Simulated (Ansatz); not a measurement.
# BNH, doublet: from triple and quadruple zeta to the limit

```xyz
3

B     0.0000    0.0000    0.0439
N     0.0000    0.0000   -1.2617
H     0.0000    0.0000    1.2178
```

Connectivity, by distances: BH–N.

Ansatz 0.2.0, UHF determinant, valence electrons correlated. Energies in eV.

| set | X | functions | Hartree–Fock | MP2 correlation | CCSD(T) correlation | time |
| --- | --- | --- | --- | --- | --- | --- |
| def2-TZVPP | 3 | 76 | -2167.7419 | -6.7170 | -7.6282 | 10 s on 1 × NVIDIA H100 80GB HBM3 with 1 thread of AMD EPYC 7R13 Processor (Zen 3), with other jobs on the host |
| def2-QZVPP | 4 | 144 | -2167.8412 | -7.2139 | -8.0665 | 8 s on 1 × NVIDIA H100 80GB HBM3 with 1 thread of AMD EPYC 7R13 Processor (Zen 3) (shared host) |

Hartree–Fock is taken to follow E(X) = E∞ + A·exp(−7.88·√X), correlation E(X) = E∞ + B·X^−2.97.

Question: Work out the CCSD(T) energy at the limit, and how far the shortcut misses it that extrapolates MP2 and adds CCSD(T) minus MP2 from the smaller set.

Answer: Hartree–Fock: E∞ = E4 + 0.1377·(E4 − E3) = -2167.8549. Correlation: E∞ = E4 + 0.7407·(E4 − E3) = -8.3911 for CCSD(T) and -7.5820 for MP2. The limit is -2176.2459 eV, 0.338 eV below def2-QZVPP. The shortcut gives a correlation energy of -7.5820 + (-0.9113) = -8.4933, 102 meV lower than the direct value.
